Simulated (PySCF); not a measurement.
bicarbonate, CHO3 (charge -1), SMILES O=C([O-])O, point group Cs.

Force field and properties: B3LYP/pcSseg-1 (PySCF, grid level 2). Vibrational terms come from second-order perturbation theory with semi-diagonal cubic constants, by steps of ±0.6 along the normal coordinates of each isotopologue. The parent has the commonest isotopes.

Equilibrium geometry (Å):

```tsv
atom	x	y	z
O1	-0.4109	1.2477	0.0339
C2	-0.4045	0.0444	-0.3062
O3	-1.2032	-0.6554	-0.9353
O4	0.7867	-0.6654	0.1315
H5	1.2664	0.0402	0.5909
```

(1) Give the equilibrium and ground-state rotational constants (MHz) of parent; ¹³C at 2; ²H at 5; ¹³C at 2, ¹⁷O at 4; ¹⁸O at 1; ¹⁷O at 4; ¹⁸O at 1, ¹³C at 2.

(2) How is the parent's vibrational correction B0 − Be made up?

(3) And its quartic centrifugal distortion constants from the harmonic force field?

Internal rotors are held in one well.

## Answers

(1) 
```tsv
species	Ae	Be	Ce	A0	B0	C0	Δ0 (u Å²)	harmonic ZPE (cm⁻¹)
parent	12245	11439	5914.1	12140	11363	5859.8	0.139	5743
¹³C at 2	12243	11435	5912.5	12140	11360	5859	0.139	5687
²H at 5	12239	10702	5709.6	12148	10625	5659.3	0.133	5000
¹³C at 2, ¹⁷O at 4	12105	11127	5797.8	12028	11033	5745.2	0.140	5671
¹⁸O at 1	11521	11268	5696.6	11390	11226	5644.8	0.140	5709
¹⁷O at 4	12106	11133	5799.7	12027	11038	5746.4	0.140	5727
¹⁸O at 1, ¹³C at 2	11517	11267	5695.3	11387	11227	5644.3	0.140	5653
```

Δ0 = Ic − Ia − Ib from the ground-state constants.

(2) 
| axis | harmonic | Coriolis | cubic | total (MHz) |
| --- | --- | --- | --- | --- |
| a | 29.9 | -4 | -131 | -105 |
| b | 27.7 | -4.09 | -99.9 | -76.3 |
| c | 3.75 | -0.831 | -57.2 | -54.3 |

(3) Asymmetric top, A reduction, IIIr representation: ΔJ = 14.1 kHz, ΔJK = -25.9 kHz, ΔK = 12.9 kHz, δJ = 0.387 kHz, δK = -16.2 kHz.
